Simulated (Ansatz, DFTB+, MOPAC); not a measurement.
Species: C₂H₇O, net charge 1, singlet state. SMILES: CC[OH2+]

Atoms: C1, C2, O3, H4, H5, H6, H7, H8, H9, H10. Bonds: C1-C2, C1-H7, C1-H8, C1-H9, C2-O3, C2-H5, C2-H6, O3-H4, O3-H10.

Bond lengths (Å) and angles (degrees) optimised at PM7 with MOPAC; SCC-DFTB with DFTB+; HF/STO-3G with Ansatz (a quantum-chemistry and plane-wave program); HF/3-21G with Ansatz, each started from the B3LYP-D3(BJ)/def2-TZVP structure (Ansatz) of the last column. A row stands for all coordinates that are equal there; 13 of 23 kinds are shown. No wavenumbers were computed at SCC-DFTB, HF/STO-3G, so these may be saddle points.

```json
[
 {"coordinate": "C1-C2", "PM7": "1.479", "SCC-DFTB": "1.495", "HF/STO-3G": "1.536", "HF/3-21G": "1.514", "B3LYP-D3(BJ)/def2-TZVP": "1.493"},
 {"coordinate": "C1-H7", "PM7": "1.119", "SCC-DFTB": "1.095", "HF/STO-3G": "1.088", "HF/3-21G": "1.085", "B3LYP-D3(BJ)/def2-TZVP": "1.093"},
 {"coordinate": "C1-H8", "PM7": "1.103", "SCC-DFTB": "1.096", "HF/STO-3G": "1.087", "HF/3-21G": "1.083", "B3LYP-D3(BJ)/def2-TZVP": "1.091"},
 {"coordinate": "C1-H9", "PM7": "1.108", "SCC-DFTB": "1.095", "HF/STO-3G": "1.087", "HF/3-21G": "1.082", "B3LYP-D3(BJ)/def2-TZVP": "1.089"},
 {"coordinate": "C2-O3", "PM7": "1.565", "SCC-DFTB": "1.513", "HF/STO-3G": "1.501", "HF/3-21G": "1.569", "B3LYP-D3(BJ)/def2-TZVP": "1.565"},
 {"coordinate": "C2-H5", "PM7": "1.104", "SCC-DFTB": "1.107", "HF/STO-3G": "1.098", "HF/3-21G": "1.074", "B3LYP-D3(BJ)/def2-TZVP": "1.087"},
 {"coordinate": "C2-H6", "PM7": "1.113", "SCC-DFTB": "1.104", "HF/STO-3G": "1.097", "HF/3-21G": "1.075", "B3LYP-D3(BJ)/def2-TZVP": "1.086"},
 {"coordinate": "O3-H4", "PM7": "1.021 to 1.026", "SCC-DFTB": "0.978", "HF/STO-3G": "0.989", "HF/3-21G": "0.972", "B3LYP-D3(BJ)/def2-TZVP": "0.976"},
 {"coordinate": "C1-C2-O3", "PM7": "104.6", "SCC-DFTB": "108.2", "HF/STO-3G": "108.2", "HF/3-21G": "106.8", "B3LYP-D3(BJ)/def2-TZVP": "107.4"},
 {"coordinate": "C2-C1-H7", "PM7": "110.7", "SCC-DFTB": "109.1", "HF/STO-3G": "107.4", "HF/3-21G": "107.8", "B3LYP-D3(BJ)/def2-TZVP": "106.9"},
 {"coordinate": "C2-C1-H8", "PM7": "115.2", "SCC-DFTB": "111.1", "HF/STO-3G": "111.0", "HF/3-21G": "111.6", "B3LYP-D3(BJ)/def2-TZVP": "112.3"},
 {"coordinate": "C2-C1-H9", "PM7": "114.1", "SCC-DFTB": "111.1", "HF/STO-3G": "110.6", "HF/3-21G": "111.3", "B3LYP-D3(BJ)/def2-TZVP": "111.9"},
 {"coordinate": "C1-C2-H5", "PM7": "116.6", "SCC-DFTB": "113.6", "HF/STO-3G": "113.6", "HF/3-21G": "114.7", "B3LYP-D3(BJ)/def2-TZVP": "115.0"}
]
```

A range marks coordinates that this level makes unequal.

Mean signed difference of all 9 bond lengths from B3LYP-D3(BJ)/def2-TZVP: PM7 0.020 Å, SCC-DFTB 0.000 Å, HF/STO-3G 0.002 Å, HF/3-21G -0.004 Å.
